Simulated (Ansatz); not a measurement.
# CH4 (singlet): from Hartree-Fock to the top rungs at distance C1–H3 = 1.359 Å, 6-31G

Aim: climb from Hartree-Fock through coupled cluster and multireference methods for CH4 (singlet) at one geometry and basis, and see what each rung misses.

Computed with Ansatz 0.2.0, Gaussian basis. Level: 6-31G, core rule «outside noble gas», up to 1 orbitals frozen.

The runs, in order: UHF; CCSD(T) on RHF; BCCD(T) on RHF; CISD; CCSDT(Q) on RHF; CISDTQ; CCSDTQ on RHF; CASSCF and MRCISD+Q, 2 electrons in 2 orbitals; CASSCF and NEVPT2, 2 electrons in 2 orbitals; CASSCF and MRCISD+Q, 8 electrons in 8 orbitals; CASSCF and MRCISD+Q(relaxed), 8 electrons in 8 orbitals; CASSCF and NEVPT2, 8 electrons in 8 orbitals; Full CI.

18 further runs of the same task are left out: 13 that didn't finish, 5 set aside as unsound or not needed.

### 1 What is computed

The geometry derives from a PBE0/def2-TZVP stationary point (not a proven minimum). One bond is set to the value named and the two fragments are kept rigid.

5 atoms, charge 0, spin multiplicity 1.

Atoms are counted from 1 here; the program's logs count them from 0.

Bond lengths: C1–H2 1.090 Å, C1–H3 1.359 Å, C1–H4 1.090 Å, C1–H5 1.090 Å. Angles: H2–C1–H3 109.5°, H2–C1–H4 109.5°, H2–C1–H5 109.5°, H3–C1–H4 109.5°, H3–C1–H5 109.5°, H4–C1–H5 109.5°.

### 2 UHF

Input file in.yaml:

```yaml
crystal:
  periodic: [false, false, false]
  atoms:
    - {symbol: C, position_ang: [0.009810, 0.009735, -0.009770]}
    - {symbol: H, position_ang: [0.637848, 0.639746, 0.619452]}
    - {symbol: H, position_ang: [-0.777915, -0.771942, 0.774674]}
    - {symbol: H, position_ang: [-0.616784, 0.637900, -0.642267]}
    - {symbol: H, position_ang: [0.639949, -0.621709, -0.635444]}
basis:
  gaussian: {orbitals: 6-31G}
magnetization: {spin_polarized: true, initial_magnetization: 0}
hamiltonian: {xc: hf}
output: {orbitals: {seedname: orbitals}}
```

Command:

```sh
ansatz run in.yaml --threads 1 --pin off --events-out ev --progress --plain --max-ram 2393MiB
```

After this run come: CCSD(T) on RHF; BCCD(T) on RHF; CISD; CCSDT(Q) on RHF; CISDTQ; CCSDTQ on RHF; CASSCF and MRCISD+Q, 2 electrons in 2 orbitals; CASSCF and NEVPT2, 2 electrons in 2 orbitals; CASSCF and MRCISD+Q, 8 electrons in 8 orbitals; CASSCF and MRCISD+Q(relaxed), 8 electrons in 8 orbitals; CASSCF and NEVPT2, 8 electrons in 8 orbitals; Full CI.

**Question.** What will the summary of the whole plan be? Wanted: FCI below the RHF energy; RMP2 from FCI; RCCSD from FCI; RCCSD(T) from FCI; RCCSDT(Q) from FCI; NEVPT2 pair from FCI; MRCISD+Q pair from FCI; NEVPT2 valence from FCI; T1 diagnostic.

The runs gave:

| quantity | value |
| --- | --- |
| FCI below the RHF energy | -3.4519 eV |
| RMP2 from FCI | +646.7 meV |
| RCCSD from FCI | +63.4 meV |
| RCCSD(T) from FCI | +9.5 meV |
| RCCSDT(Q) from FCI | +0.1 meV |
| NEVPT2 pair from FCI | +488.2 meV |
| MRCISD+Q pair from FCI | +15.7 meV |
| NEVPT2 valence from FCI | +221.3 meV |
| levels within 1 kcal/mol (43 meV) | RCCSD(T), BCCD(T), RCCSDT, CISDTQ, RCCSDT(Q), RCCSDTQ, MRCISD+Q pair, MRCISD valence, MRCISD+Q valence, MRCISD+Q(relaxed) valence |
| T1 diagnostic | 0.006 |
| effectively unpaired electrons | 0.03 |

RCCSD(T) lands +9.5 meV from the yardstick (0.3 % of the correlation energy). MRCISD+Q(relaxed) valence falls below full CI: the +Q correction isn't variational, and the cores differ from full CI's. One determinant dominates. Of the multireference levels listed MRCISD+Q valence comes nearest in total energy (-0.5 meV), which doesn't show that its space is the better one. These misses are within one basis, not against nature.
